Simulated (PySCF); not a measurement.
**Basis-set dependence of population analyses: `[SiH3]O[SiH3]`**

H6OSi2.
SMILES with atom numbers: `[SiH3:1][O:2][SiH3:3]` (hydrogens: H4, H5, H6 on Si1; H7, H8, H9 on Si3)

PBE0 throughout (PySCF), one geometry, spherical d and f functions. Geometry: PBE0-D3(BJ)/def2-SVP; no solvent, vibrations or thermal averaging. Atoms taken as equivalent share a column and are averaged.

Mulliken charges (e):

```json
{"basis": "STO-3G", "functions": "29", "Si1/Si3": "+0.663", "O2": "-0.538", "H4 (×6)": "-0.131"}
{"basis": "6-31G", "functions": "47", "Si1/Si3": "+0.862", "O2": "-0.975", "H4 (×6)": "-0.125"}
{"basis": "pcSseg-0", "functions": "47", "Si1/Si3": "+0.829", "O2": "-1.041", "H4 (×6)": "-0.103"}
{"basis": "6-31G*", "functions": "62", "Si1/Si3": "+0.598", "O2": "-0.679", "H4 (×6)": "-0.086"}
{"basis": "def2-SVP", "functions": "80", "Si1/Si3": "+0.586", "O2": "-0.589", "H4 (×6)": "-0.097"}
{"basis": "cc-pVDZ", "functions": "80", "Si1/Si3": "+0.453", "O2": "-0.515", "H4 (×6)": "-0.065"}
{"basis": "pcSseg-1", "functions": "95", "Si1/Si3": "+0.731", "O2": "-0.762", "H4 (×6)": "-0.117"}
{"basis": "aug-cc-pVDZ", "functions": "131", "Si1/Si3": "-0.152", "O2": "-1.006", "H4 (×6)": "+0.218"}
{"basis": "6-311+G(2d,p)", "functions": "133", "Si1/Si3": "+0.704", "O2": "-0.985", "H4 (×6)": "-0.070"}
{"basis": "def2-TZVP", "functions": "141", "Si1/Si3": "+0.292", "O2": "-0.400", "H4 (×6)": "-0.031"}
{"basis": "cc-pVTZ", "functions": "182", "Si1/Si3": "+0.276", "O2": "-0.335", "H4 (×6)": "-0.036"}
{"basis": "IGLO-III", "functions": "183", "Si1/Si3": "+0.867", "O2": "-0.662", "H4 (×6)": "-0.179"}
```

IAO charges (e):

| basis | functions | Si1/Si3 | O2 | H4 (×6) |
| --- | --- | --- | --- | --- |
| STO-3G | 29 | +0.777 | -0.716 | -0.140 |
| 6-31G | 47 | +0.701 | -0.796 | -0.101 |
| pcSseg-0 | 47 | +0.699 | -0.797 | -0.100 |
| 6-31G* | 62 | +0.839 | -0.857 | -0.137 |
| def2-SVP | 80 | +0.848 | -0.852 | -0.141 |
| cc-pVDZ | 80 | +0.830 | -0.855 | -0.134 |
| pcSseg-1 | 95 | +0.854 | -0.869 | -0.140 |
| aug-cc-pVDZ | 131 | +0.830 | -0.866 | -0.133 |
| 6-311+G(2d,p) | 133 | +0.866 | -0.884 | -0.141 |
| def2-TZVP | 141 | +0.877 | -0.888 | -0.144 |
| cc-pVTZ | 182 | +0.862 | -0.881 | -0.140 |
| IGLO-III | 183 | +0.874 | -0.887 | -0.143 |

Hirshfeld charges (e):

```csv
basis,functions,Si1/Si3,O2,H4 (×6)
STO-3G,29,+0.444,-0.335,-0.092
6-31G,47,+0.396,-0.363,-0.072
pcSseg-0,47,+0.411,-0.340,-0.080
6-31G*,62,+0.379,-0.311,-0.074
def2-SVP,80,+0.388,-0.293,-0.081
cc-pVDZ,80,+0.382,-0.294,-0.078
pcSseg-1,95,+0.391,-0.309,-0.079
aug-cc-pVDZ,131,+0.392,-0.324,-0.077
"6-311+G(2d,p)",133,+0.394,-0.323,-0.078
def2-TZVP,141,+0.387,-0.311,-0.077
cc-pVTZ,182,+0.384,-0.305,-0.077
IGLO-III,183,+0.381,-0.308,-0.075
```

ESP-fitted charges (e):

```tsv
basis	functions	Si1/Si3	O2	H4 (×6)
STO-3G	29	+0.456	-0.324	-0.098
6-31G	47	+0.653	-0.607	-0.117
pcSseg-0	47	+0.790	-0.649	-0.155
6-31G*	62	+0.477	-0.400	-0.092
def2-SVP	80	+0.491	-0.387	-0.099
cc-pVDZ	80	+0.408	-0.343	-0.079
pcSseg-1	95	+0.576	-0.455	-0.116
aug-cc-pVDZ	131	+0.405	-0.322	-0.081
6-311+G(2d,p)	133	+0.401	-0.331	-0.079
def2-TZVP	141	+0.403	-0.313	-0.082
cc-pVTZ	182	+0.415	-0.320	-0.085
IGLO-III	183	+0.405	-0.316	-0.082
```

Some averages cover members that differ in this geometry, most widely: H4 (×6), Mulliken in aug-cc-pVDZ +0.199 to +0.240 e.

Which scheme is steadiest as the basis changes?

Largest range over the bases for any column: Hirshfeld 0.07 e, IAO 0.18 e, ESP-fitted 0.39 e, Mulliken 1.02 e. Hirshfeld charges move least and Mulliken charges most, counted in e. Without the minimal STO-3G basis the ranges are Hirshfeld 0.07, IAO 0.18, ESP-fitted 0.39, Mulliken 1.02 e.

How much do the charges still move between the two largest bases, cc-pVTZ and IGLO-III?

At most, over all atoms: Mulliken 0.591 e, IAO 0.012 e, Hirshfeld 0.003 e, ESP-fitted 0.011 e.

What do the same runs give for the total energy, the frontier levels and the dipole moment?

| basis | energy (Eh) | HOMO (eV) | LUMO (eV) | μ (D) |
| --- | --- | --- | --- | --- |
| STO-3G | -649.7465 | -3.94 | 6.19 | 0.39 |
| 6-31G | -657.3840 | -8.24 | 0.13 | 0.91 |
| pcSseg-0 | -656.6438 | -8.42 | 0.22 | 0.76 |
| 6-31G* | -657.4953 | -8.51 | 0.15 | 0.46 |
| def2-SVP | -657.2957 | -8.59 | 0.26 | 0.42 |
| cc-pVDZ | -657.5269 | -8.51 | 0.16 | 0.40 |
| pcSseg-1 | -657.5119 | -8.68 | -0.01 | 0.46 |
| aug-cc-pVDZ | -657.5357 | -8.60 | -0.49 | 0.33 |
| 6-311+G(2d,p) | -657.5872 | -8.68 | -0.47 | 0.38 |
| def2-TZVP | -657.6023 | -8.70 | -0.26 | 0.31 |
| cc-pVTZ | -657.5989 | -8.67 | -0.14 | 0.31 |
| IGLO-III | -657.6021 | -8.68 | -0.10 | 0.31 |

The dipole is fixed by the density alone, so its range of 0.60 D shows that the density itself changes with the basis, not only its division among atoms.
